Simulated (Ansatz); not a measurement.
**Al2O+ (doublet): the correlation ladder, cc-pVDZ**

One table from this session's results is given with a row withheld; the runs are named, their logs left out.

Method: cc-pVDZ, core rule «outside noble gas», up to 11 orbitals frozen; program: Ansatz 0.2.0, Gaussian basis.

Plan: UHF; CCSD(T) on ROHF; CCSD(T) on UHF; BCCD(T) on ROHF; CISD; CCSDT(Q) on ROHF; CCSDT(Q) on UHF.

7 further runs of the same task are left out: 4 for a known fault of the program, 3 set aside as unsound or not needed.

### The geometry

The geometry is a PBE0/def2-TZVP stationary point (not a proven minimum) of the parent state, kept for this charge and spin.

3 atoms, charge 1, spin multiplicity 2.

Atoms are counted from 1 here; the program's logs count them from 0.

Bond lengths: Al1–O2 1.705 Å, O2–Al3 1.705 Å. Angles: Al1–O2–Al3 180.0°.

Set-up of the first run:

in.yaml reads:

```yaml
crystal:
  periodic: [false, false, false]
  atoms:
    - {symbol: Al, position_ang: [0.000000, 0.000000, 1.704700]}
    - {symbol: O, position_ang: [0.000000, 0.000000, 0.000000]}
    - {symbol: Al, position_ang: [0.000000, 0.000000, -1.704700]}
basis:
  gaussian: {orbitals: cc-pVDZ}
total_charge: 1
magnetization: {spin_polarized: true, initial_magnetization: 1}
hamiltonian: {xc: hf}
output: {orbitals: {seedname: orbitals}}
```

Started as:

```sh
$ ansatz run in.yaml --threads 1 --pin off --events-out ev --progress --plain --max-ram 4096MiB --backend cpu
```

Steps of the session up to this table: UHF; CCSD(T) on ROHF; CCSD(T) on UHF; BCCD(T) on ROHF; CISD; CCSDT(Q) on ROHF; CCSDT(Q) on UHF.

One of the session's tables, all rows but one given; the rest of the session is left out.

```
   method  from RCCSDT(Q) (kcal/mol)
      UHF                    +179.11
     RMP2                     +15.86
     UMP2                     +16.50
     CISD                     +26.10
    RCCSD                      +7.99
    UCCSD                          ?
 RCCSD(T)                      +1.19
 UCCSD(T)                      +1.24
  BCCD(T)                      +1.13
   RCCSDT                      +0.69
   UCCSDT                      +0.67
RCCSDT(Q)                          0
UCCSDT(Q)                      -0.16
```

**Question.** Estimate the row for UCCSD.

The run gave: from RCCSDT(Q) (kcal/mol): +7.76. In the column «from RCCSDT(Q) (kcal/mol)» it lies between UCCSD(T) (+1.24) and RCCSD (+7.99).

Limits of these values: The report flags that the cluster equations may have other roots. Left out of the table: ROHF (another determinant or state than the rows shown). The program flags RCCSD(T), UCCSD(T), BCCD(T), RCCSDT(Q), UCCSDT(Q) as in doubt, so the zero of the table is itself unsure. Warnings: coupled cluster took another determinant than the lowest. Restricted and unrestricted rows rest on different reference determinants; where their highest levels disagree by more than a few hundredths of an eV, they describe different states and don't form one ladder.
